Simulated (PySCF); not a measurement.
# C2H4O2S: electronic structure in real space

Aim: take C2H4O2S and find what binds its two fragments and compute its lowest excited states.

Program: PySCF 2.14.0. Level of theory: levels as typed in each script, gas phase, geometry from GFN2-xTB. These are calculated values, not measurements.

### Step 1. Where the work starts

SMILES `CO.O=C=S`, 9 atoms, charge 0, spin multiplicity 1.

Bond lengths: C1–O2 1.409 Å, C1–H3 1.088 Å, C1–H4 1.095 Å, C1–H5 1.095 Å, O2–H6 0.963 Å, O7–C8 1.154 Å, C8–S9 1.538 Å. Angles: O2–C1–H3 106.5°, O2–C1–H4 111.5°, O2–C1–H5 111.5°, H3–C1–H4 109.0°, H3–C1–H5 109.0°, H4–C1–H5 109.2°, C1–O2–H6 109.0°, O7–C8–S9 177.4°.

Geometry (Å):

```xyz
9
C2H4O2S
C    -2.5688    0.0338   -0.0099
O    -1.4268   -0.7911    0.0056
H    -2.2086    1.0588   -0.0754
H    -3.1584   -0.0791    0.9054
H    -3.2049   -0.1770   -0.8755
H    -1.7053   -1.7115    0.0628
O     0.3315    1.6328    0.0068
C     0.9371    0.6508    0.0022
S     1.8018   -0.6207   -0.0044
```

### Step 2. Binding of the two fragments (HF/6-31g*)

input.py

```python
import numpy as np
from pyscf import gto, scf, dft
from pyscf.scf import atom_ks, atom_hf
from scipy.linalg import block_diag
from pyscf.dispersion import dftd3

def solve(mol, dm0=None, hcore=None):
    mf = scf.UHF(mol) if mol.spin else scf.RHF(mol)
    mf = mf.density_fit(auxbasis='def2-universal-jkfit')
    mf.conv_tol, mf.max_cycle = 1e-8, 80
    if hcore is not None:
        mf.get_hcore = lambda *args: hcore
    mf.kernel(dm0)
    if not mf.converged:
        mf = mf.newton().run(mf.mo_coeff, mf.mo_occ, max_cycle=30)
    assert mf.converged, 'SCF not converged'
    return mf

mol = gto.M(atom='''
C     -2.56877     0.03377    -0.00994
O     -1.42677    -0.79112     0.00555
H     -2.20860     1.05876    -0.07539
H     -3.15841    -0.07906     0.90545
H     -3.20492    -0.17700    -0.87551
H     -1.70527    -1.71149     0.06278
O      0.33148     1.63282     0.00681
C      0.93709     0.65075     0.00222
S      1.80185    -0.62074    -0.00437
''', basis='6-31g*', charge=0, spin=0, verbose=4)
mol_a = gto.M(atom='''
C     -2.56877     0.03377    -0.00994
O     -1.42677    -0.79112     0.00555
H     -2.20860     1.05876    -0.07539
H     -3.15841    -0.07906     0.90545
H     -3.20492    -0.17700    -0.87551
H     -1.70527    -1.71149     0.06278
ghost-O      0.33148     1.63282     0.00681
ghost-C      0.93709     0.65075     0.00222
ghost-S      1.80185    -0.62074    -0.00437
''', basis='6-31g*', charge=0, spin=0, verbose=4)
mol_b = gto.M(atom='''
ghost-C     -2.56877     0.03377    -0.00994
ghost-O     -1.42677    -0.79112     0.00555
ghost-H     -2.20860     1.05876    -0.07539
ghost-H     -3.15841    -0.07906     0.90545
ghost-H     -3.20492    -0.17700    -0.87551
ghost-H     -1.70527    -1.71149     0.06278
O      0.33148     1.63282     0.00681
C      0.93709     0.65075     0.00222
S      1.80185    -0.62074    -0.00437
''', basis='6-31g*', charge=0, spin=0, verbose=4)
ab, a, b = solve(mol), solve(mol_a), solve(mol_b)
e_int = ab.e_tot - a.e_tot - b.e_tot
print('counterpoise-corrected interaction energy / kcal/mol', e_int * 627.5095)
def disp(atoms, charge):
    m = gto.M(atom=atoms, charge=charge, basis='sto-3g', spin=None, unit='Bohr', verbose=0)
    return dftd3.DFTD3Dispersion(m, xc='hf', version='d3bj').get_dispersion()['energy']
e_disp = disp(mol._atom, mol.charge) - disp(mol._atom[:6], mol_a.charge) - disp(mol._atom[6:], mol_b.charge)
print('D3(BJ) part / kcal/mol', e_disp * 627.5095)
# spherically averaged free atoms, for the promolecule
atm = scf.atom_hf.get_atm_nrhf(mol)
pro = block_diag(*[(atm[a[0]][2] * atm[a[0]][3]) @ atm[a[0]][2].T for a in mol._atom])
np.savez('result.npz', e_int=e_int, e_disp=e_disp, dm_a=a.make_rdm1(), dm_b=b.make_rdm1(), c=ab.mo_coeff, occ=ab.mo_occ, eps=ab.mo_energy, pro=pro, d=[f.dip_moment(verbose=0) for f in (ab, a, b)])
```

On the command line:

```
$ OMP_NUM_THREADS=1 python input.py
```

### Step 4. Excited states (B3LYP/def2-svp)

input.py

```python
import numpy as np
from pyscf import gto, scf, dft, tdscf
from pyscf.scf import atom_ks, atom_hf
from scipy.linalg import block_diag

def solve(mol, dm0=None, hcore=None):
    mf = (dft.UKS if mol.spin else dft.RKS)(mol, xc='b3lyp')
    mf.grids.level = 3
    mf = mf.density_fit(auxbasis='def2-universal-jkfit')
    mf.conv_tol, mf.max_cycle = 1e-8, 80
    if hcore is not None:
        mf.get_hcore = lambda *args: hcore
    mf.kernel(dm0)
    if not mf.converged:
        mf = mf.newton().run(mf.mo_coeff, mf.mo_occ, max_cycle=30)
    assert mf.converged, 'SCF not converged'
    return mf

mol = gto.M(atom='''
C     -2.56877     0.03377    -0.00994
O     -1.42677    -0.79112     0.00555
H     -2.20860     1.05876    -0.07539
H     -3.15841    -0.07906     0.90545
H     -3.20492    -0.17700    -0.87551
H     -1.70527    -1.71149     0.06278
O      0.33148     1.63282     0.00681
C      0.93709     0.65075     0.00222
S      1.80185    -0.62074    -0.00437
''', basis='def2-svp', charge=0, spin=0, verbose=4)
mf = solve(mol)
td = mf.TDA()
td.nstates, td.singlet, td.conv_tol = 5, True, 1e-5
td.kernel()
td.analyze()
x, y = np.array([p[0] for p in td.xy]), np.array([p[1] + 0 * p[0] for p in td.xy])
f, mu = td.oscillator_strength(), td.transition_dipole()
nto = [td.get_nto(state=i + 1, verbose=4) for i in range(len(td.e))]
# spherically averaged free atoms, for the promolecule
atm = atom_ks.get_atm_nrks(mol, xc='b3lyp')
pro = block_diag(*[(atm[a[0]][2] * atm[a[0]][3]) @ atm[a[0]][2].T for a in mol._atom])
np.savez('result.npz', e=td.e, f=f, ok=td.converged, w=[n[0] for n in nto], nto=[n[1] for n in nto], x=x, y=y, c=mf.mo_coeff, occ=mf.mo_occ, eps=mf.mo_energy, pro=pro, mu=mu)
```

(Steps that only read results are left out.)

Before running it: what results should come out? Wanted: interaction energy, counterpoise; lowest singlet excitation.

The runs gave:

| quantity | value |
| --- | --- |
| interaction energy, counterpoise (HF/6-31g*) | +0.2 kcal/mol |
| lowest singlet excitation (B3LYP/def2-svp) | 5.83 eV |

In words: The counterpoise-corrected interaction energy of the frozen fragments is +0.2 kcal/mol without dispersion correction and −2.9 kcal/mol with D3(BJ). The pair geometry is semi-empirical, not a minimum at this level. All values hold at the given geometry, in the gas phase.
